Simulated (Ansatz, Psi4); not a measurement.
C2H4OS (thioacetic acid): the vertical ionisation energy from total energies

The species is C2H4OS (8 atoms), meant as a singlet with charge 0. SMILES: `CC(=O)S`. The shape is that of a PBE0-D4/def2-TZVP optimisation. This is one conformer, not always the lowest.

Both states at this one shape; open shells run unrestricted unless said. 1 Eh = 27.2114 eV.

```tsv
level	program	singlet C2H4OS (Eh)	doublet C2H4OS+ (Eh)	HOMO of the first (eV)
B3LYP/6-31G* (Cartesian functions)	Ansatz	-552.034159	-551.673028	-7.20
HSE06/def2-SVP	Psi4	-551.517333	-551.141401	-7.17
DSD-PBEP86/def2-SVP (density fitting for correlation), 8 core orbitals frozen	Psi4	-551.161221	-550.785674	-9.65
PBE-QIDH/def2-SVP, 8 core orbitals frozen	Ansatz	-551.319577	-550.948052	-9.72
```

Q: Work out the vertical ionisation energy at each level.

A: 
1. B3LYP/6-31G* (Cartesian functions): -551.673028 − (-552.034159) = 0.361131 Eh = 9.83 eV; −ε(HOMO) = 7.20 eV.
2. HSE06/def2-SVP: -551.141401 − (-551.517333) = 0.375932 Eh = 10.23 eV; −ε(HOMO) = 7.17 eV.
3. DSD-PBEP86/def2-SVP (density fitting for correlation): -550.785674 − (-551.161221) = 0.375547 Eh = 10.22 eV; −ε(HOMO) = 9.65 eV.
4. PBE-QIDH/def2-SVP: -550.948052 − (-551.319577) = 0.371525 Eh = 10.11 eV; −ε(HOMO) = 9.72 eV.

No measured value is set beside it here; the levels span 9.83 to 10.23 eV.
